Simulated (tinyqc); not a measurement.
Ways to converge the cycle: SCF convergence aids in the sto-3g basis, for H2F+, spin multiplicity 1. Computed by the program tinyqc with PySCF. RHF with one setting changed at a time; a run stops when the energy changes by less than 1e-09 hartree and the error matrix is below 1e-5. The start is the core Hamiltonian. Damping d keeps d of the old density; a shift (hartree) raises the virtual levels; DIIS n extrapolates F over n matrices.

Geometry (angstrom):

| atom | x | y | z |
|---|---|---|---|
| F | 0.0000 | 0.0000 | 0.0000 |
| H | 0.0000 | 0.7210 | 0.5740 |
| H | 0.0000 | -0.7210 | 0.5740 |

lowest restricted solution found by these runs and by PySCF = -98.854143 hartree

Largest element of the error matrix X^T (FDS - SDF) X:

| iteration | plain | damping 0.3 | damping 0.6 | shift 0.4 | DIIS 3 | DIIS 8 |
|---|---|---|---|---|---|---|
| 1 | 6.5e-01 | 6.5e-01 | 6.5e-01 | 6.5e-01 | 6.5e-01 | 6.5e-01 |
| 2 | 5.3e-02 | 2.6e-01 | 4.5e-01 | 2.9e-01 | 5.3e-02 | 5.3e-02 |
| 3 | 8.1e-03 | 8.5e-02 | 3.0e-01 | 6.1e-02 | 7.4e-03 | 7.4e-03 |
| 4 | 2.5e-03 | 3.0e-02 | 1.9e-01 | 1.1e-02 | 1.7e-03 | 1.7e-03 |
| 5 | 8.3e-04 | 1.2e-02 | 1.2e-01 | 2.8e-03 | 4.4e-04 | 4.6e-04 |
| 6 | 3.3e-04 | 4.6e-03 | 7.2e-02 | 1.3e-03 | 1.0e-04 | 5.4e-05 |
| 8 | 5.7e-05 | 8.2e-04 | 2.7e-02 | 2.8e-04 | 9.4e-07 | 3.9e-10 |
| 10 | 9.7e-06 | 2.2e-04 | 1.1e-02 | 8.4e-05 | - | - |
| 14 | - | 2.5e-05 | 2.0e-03 | 8.0e-06 | - | - |
| 20 | - | 1.0e-06 | 1.8e-04 | - | - | - |
| 30 | - | - | 9.0e-06 | - | - | - |

How each run ends:

| run | iterations | E (hartree) | state |
|---|---|---|---|
| plain | 11 | -98.854143 | lowest found |
| damping 0.3 | 20 | -98.854143 | lowest found |
| damping 0.6 | 42 | -98.854143 | lowest found |
| shift 0.4 | 14 | -98.854143 | lowest found |
| DIIS 3 | 8 | -98.854143 | lowest found |
| DIIS 8 | 8 | -98.854143 | lowest found |

What does the comparison show, and why?

6 of 6 runs reach the lowest restricted solution found, in 8 to 42 iterations (fastest: DIIS 3, DIIS 8). Plain steps already contract here, so damping only slows them. DIIS 3 and DIIS 8 gain by cancelling the error over several earlier matrices, much as a quasi-Newton step does.
